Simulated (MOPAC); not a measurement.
MOPAC input (AM1):

```
AM1 PRECISE GNORM=0.05 LET XYZ UHF MS=0.5 GEO-OK AUX(PRECISION=9) THREADS=1
H3Si

Si   -0.00208985 1    0.00098185 1    0.08026338 1
H     0.00076796 1    1.40657062 1   -0.39205880 1
H     1.23601882 1   -0.70198617 1   -0.33410250 1
H    -1.20752894 1   -0.71833034 1   -0.39752608 1
```

Output:

```
 *******************************************************************************
 **                                                                           **
 **                              MOPAC v23.2.5                                **
 **                                                                           **
 *******************************************************************************
 ** MOPAC's Digital Object Identifier: https://doi.org/10.5281/zenodo.6511958 **
 **                                                                           **
 ** Please cite the open-source release paper for use of this MOPAC version:  **
 ** J. E. Moussa and J. J. P. Stewart (2026)                                  **
 ** MOPAC: An open-source semiempirical molecular orbital program             **
 ** J. Open Source Softw., 11(119), 8025, https://doi.org/10.21105/joss.08025 **
 *******************************************************************************

                              AM1 CALCULATION RESULTS

 *******************************************************************************
 *  AM1        - The AM1 Hamiltonian to be used
 *  GEO-OK     - OVERRIDE INTERATOMIC DISTANCE AND OTHER SAFETY CHECKS
 *  UHF        - UNRESTRICTED HARTREE-FOCK CALCULATION
 *  MS=        - IN MECI, MAGNETIC COMPONENT OF SPIN =  0.5
 *  LET        - OVERRIDE SOME SAFETY CHECKS
 *  PRECISE    - TIGHTER CRITERIA TO BE USED
 *  XYZ        - CARTESIAN COORDINATE SYSTEM TO BE USED
 *  GNORM      - EXIT WHEN GRADIENT NORM DROPS BELOW 0.050
 *  AUX        - OUTPUT AUXILIARY INFORMATION
 *******************************************************************************
AM1 PRECISE GNORM=0.05 LET XYZ UHF MS=0.5 GEO-OK AUX(PRECISION=9) THREADS=1
 H3Si

   ATOM   CHEMICAL          X               Y               Z
  NUMBER   SYMBOL      (ANGSTROMS)     (ANGSTROMS)     (ANGSTROMS)

     1      Si         -0.00208985  *   0.00098185  *   0.08026338  *
     2       H          0.00076796  *   1.40657062  *  -0.39205880  *
     3       H          1.23601882  *  -0.70198617  *  -0.33410250  *
     4       H         -1.20752894  *  -0.71833034  *  -0.39752608  *

          CARTESIAN COORDINATES

    NO.       ATOM           X           Y           Z

     1        Si         -0.0021      0.0010      0.0803
     2         H          0.0008      1.4066     -0.3921
     3         H          1.2360     -0.7020     -0.3341
     4         H         -1.2075     -0.7183     -0.3975

  H: (AM1): M.J.S. DEWAR ET AL, J. AM. CHEM. SOC. 107 3902-3909 (1985)
 Si: (AM1): M.J.S.DEWAR, C. JIE, ORGANOMETALLICS, 6, 1486-1490 (1987).

           Empirical Formula: H3 Si  =     4 atoms

      MOLECULAR POINT GROUP   :   C3v

          UHF CALCULATION, NO. OF ALPHA ELECTRONS =    4
                           NO. OF BETA  ELECTRONS =    3

          Geometry optimization using EF

          DIAGONAL MATRIX USED AS START HESSIAN

 CYCLE:     1  GRAD.:    21.417 HEAT:  24.94677
 CYCLE:     2  GRAD.:    28.043 HEAT:  25.21739
 CYCLE:     3  GRAD.:     2.172 HEAT:  24.50273
 CYCLE:     4  GRAD.:     1.378 HEAT:  24.49301
 CYCLE:     5  GRAD.:     0.182 HEAT:  24.48261
 CYCLE:     6  GRAD.:     0.026 HEAT:  24.48251

     GRADIENT =  0.02619 IS LESS THAN CUTOFF =  0.05000

 -------------------------------------------------------------------------------
 AM1 PRECISE GNORM=0.05 LET XYZ UHF MS=0.5 GEO-OK AUX(PRECISION=9) THREADS=1
 H3Si

     GEOMETRY OPTIMISED USING EIGENVECTOR FOLLOWING (EF).
     SCF FIELD WAS ACHIEVED

                              AM1 CALCULATION
                                                       MOPAC v23.2.5 Linux

          FINAL HEAT OF FORMATION =         24.48251 KCAL/MOL =     102.43483 KJ/MOL

          COSMO AREA              =         79.33 SQUARE ANGSTROMS
          COSMO VOLUME            =         65.04 CUBIC ANGSTROMS

          GRADIENT NORM           =          0.02619          =       0.01309 PER ATOM
          IONIZATION POTENTIAL    =          9.132675 EV
          ALPHA SOMO LUMO (EV)    =         -9.133  1.685
          BETA  SOMO LUMO (EV)    =        -12.352 -0.859
          NO. OF ALPHA ELECTRONS  =          4
          NO. OF BETA  ELECTRONS  =          3
          MOLECULAR WEIGHT        =         31.1092         POINT GROUP:  C3v

          MOLECULAR DIMENSIONS (Angstroms)

            Atom       Atom       Distance
            H     4    H     2     2.42369
            H     3    H     4     2.09898
            H     2   Si     1     0.40462

          SCF CALCULATIONS        =          7

   ATOM   CHEMICAL          X               Y               Z
  NUMBER   SYMBOL      (ANGSTROMS)     (ANGSTROMS)     (ANGSTROMS)

     1      Si         -0.00161458  *   0.00075856  *   0.06201038  *
     2       H          0.00000789  *   1.39499550  *  -0.35979264  *
     3       H          1.22478256  *  -0.69567857  *  -0.30232786  *
     4       H         -1.19804144  *  -0.71188414  *  -0.36521356  *

                             CARTESIAN COORDINATES

   1   Si       -0.001614582     0.000758562     0.062010377
   2    H        0.000007891     1.394995505    -0.359792641
   3    H        1.224782562    -0.695678572    -0.302327860
   4    H       -1.198041439    -0.711884139    -0.365213558

           Empirical Formula: H3 Si  =     4 atoms

      MOLECULAR POINT GROUP   :   C3v

          ALPHA EIGENVALUES
 -15.50907 -12.39710 -12.39710  -9.13268   1.68510   1.68510   1.95033

           BETA EIGENVALUES
 -15.03007 -12.35191 -12.35191  -0.85910   1.93277   1.93277   2.33578

              NET ATOMIC CHARGES AND DIPOLE CONTRIBUTIONS

  ATOM NO.   TYPE          CHARGE      No. of ELECS.   s-Pop       p-Pop
    1         Si           0.458473        3.5415     0.95489     2.58664
    2          H          -0.152824        1.1528     1.15282
    3          H          -0.152824        1.1528     1.15282
    4          H          -0.152824        1.1528     1.15282
 DIPOLE           X         Y         Z       TOTAL
 POINT-CHG.    -0.023     0.011     0.891     0.891
 HYBRID         0.018    -0.008    -0.691     0.691
 SUM           -0.005     0.002     0.200     0.200

          ATOMIC ORBITAL ELECTRON POPULATIONS

     Atom    s        px        py        pz
    1 Si   0.95489   0.84173   0.84170   0.90320
    2  H   1.15282
    3  H   1.15282
    4  H   1.15282

                    (SZ)    =    0.500000
                    (S**2)  =    0.764728

          ATOMIC ORBITAL SPIN POPULATIONS

    Atom   Total    s     px     py     pz
         Atomic
    1 Si  1.1976  0.229  0.071  0.071  0.826
    2  H -0.0659 -0.066
    3  H -0.0659 -0.066
    4  H -0.0659 -0.066

 **********************
 *                    *
 * JOB ENDED NORMALLY *
 *                    *
 **********************

 == MOPAC DONE ==
```
